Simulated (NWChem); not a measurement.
# Correlation energy of CH

```
C
H 1 1.1343
```
Charge 0, spin multiplicity 2.

Everything below was run with NWChem. The geometry was optimised at UPBE0/def2-SVP, a minimum by its harmonic frequencies.

Basis set: cc-pVQZ. Each correlation energy counts from its own Hartree-Fock reference.

```csv
method,correlation energy (mHa)
URI-MP2,-108.7
UMP2,-108.7
SCS-UMP2,-117.0
CCSD on ROHF,-136.0
CCSD[T] on ROHF,-140.0
CCSD(T) on ROHF,-140.0
```

The values span 31.3 mHa, from CCSD[T] on ROHF (lowest) to URI-MP2 (highest). 

The correlated methods keep 1 core orbital frozen. This spin state was chosen for the runs; another may lie lower. The structure started from a generated list of species. The unpaired electrons of the parent sit in orbitals of symmetry b1 (C2v labels of the run); other states weren't searched. No SCF solution was tested for a lower state. Open-shell Hartree-Fock references start from PBE0 orbitals. Coupled-cluster values serve here as a point of comparison, not as the truth.
